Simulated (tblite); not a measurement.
C₃H₅ClS (charge +1 and doublet state).
Z-matrix (Å and degrees, GFN2-xTB geometry), rows numbered from 1:
```
C 
C   1  1.3514
Cl  2  1.7112  1  122.47
S   2  1.7557  1  117.61  3  -179.94
C   4  1.7827  2  103.52  1  -179.97
H   1  1.0789  2  120.91  3   179.84
H   1  1.0793  2  121.92  3    -0.06
H   5  1.0893  4  109.93  2    59.72
H   5  1.0893  4  109.94  2   -60.53
H   5  1.0876  4  107.61  2   179.61
```

Computed values, GFN2-xTB/tblite, gas phase, harmonic and unscaled. Against measured fundamentals such values can be off by several per cent, at times by over 20. One conformer, not necessarily the lowest. Open shells enter through the occupations alone, without spin polarisation, and single modes of such species can be off by tens of per cent.

Harmonic wavenumbers (cm⁻¹): 90.7, 137.0, 198.8, 325.3, 329.5, 414.2, 545.3, 566.6, 740.0, 757.7, 875.2, 895.3, 930.1, 1025.9, 1300.3, 1312.6, 1365.6, 1370.6, 1469.6, 3007.7, 3010.4, 3052.3, 3079.6, 3117.2.

A = 4342, B = 2749, C = 1701 MHz; mass 107.980 u (most abundant isotopes); point group Cs, symmetry number 1; spin multiplicity 2.

Task: Zero-point energy?

Result: ½Σν̃ = 14959 cm⁻¹ = 178.95 kJ/mol.

Task: Give the ideal-gas entropy at 273.15 K and 1 bar in the rigid-rotor, harmonic-oscillator model (classical rotation).

Result: Translation 165.43, rotation 112.55, vibration 53.89, spin (R ln 2) 5.76: S = 337.6 J/(mol K).

Task: And Cp and H(273.15 K) − H(0)?

Result: Cp = 97.19 J/(mol K), of which vibrations give 63.93 (their classical limit is 24 R = 199.5); H(273.15 K) − H(0) = 17.53 kJ/mol without the zero-point energy, 8.45 from vibrations.

Task: Which modes carry the vibrational entropy at 273.15 K?

Result: 90.7 cm⁻¹: 14.53; 137.0 cm⁻¹: 11.21; 198.8 cm⁻¹: 8.30; 325.3 cm⁻¹: 4.78; 329.5 cm⁻¹: 4.70; 414.2 cm⁻¹: 3.30 J/(mol K); the other 18 give 7.06 together.

Task: Blend soft modes into free rotors: weight 1/[1 + (100 cm⁻¹/ν̃)⁴] for the oscillator and the rest for a rotor with moment μB/(μ + B), μ = h/(8π²ν), B = 10⁻⁴⁴ kg m². What vibrational entropy results?

Result: 52.24 J/(mol K) in place of 53.89, which changes −T·S at 273.15 K by +0.45 kJ/mol.

Task: What must be added to the electronic energy to get the Gibbs energy at 273.15 K and 1 bar?

Result: ZPE + [H(273.15 K) − H(0)] − T·S = 178.95 + 17.53 − 92.23 = 104.25 kJ/mol.

Task: How do the functions run with temperature in this model?

Result: 
```csv
T (K),S (J/(mol K)),Cp (J/(mol K)),H − H(0) (kJ/mol),G − H(0) (kJ/mol),ln q(vib)
50,230.6,41.7,1.79,-9.74,0.10
100,263.9,55.5,4.23,-22.16,0.55
298.15,346.4,102.7,20.03,-83.24,3.10
373.15,371.1,117.7,28.31,-110.16,4.13
500,408.5,138.2,44.60,-159.66,5.86
750,470.1,165.2,82.80,-269.79,9.10
1000,520.2,182.7,126.42,-393.77,12.04
```

q(vib) and H(0) count from the zero-point level.

Hindered rotation and anharmonicity are outside this model. Other conformers, if any are populated, would add a mixing term that is left out.
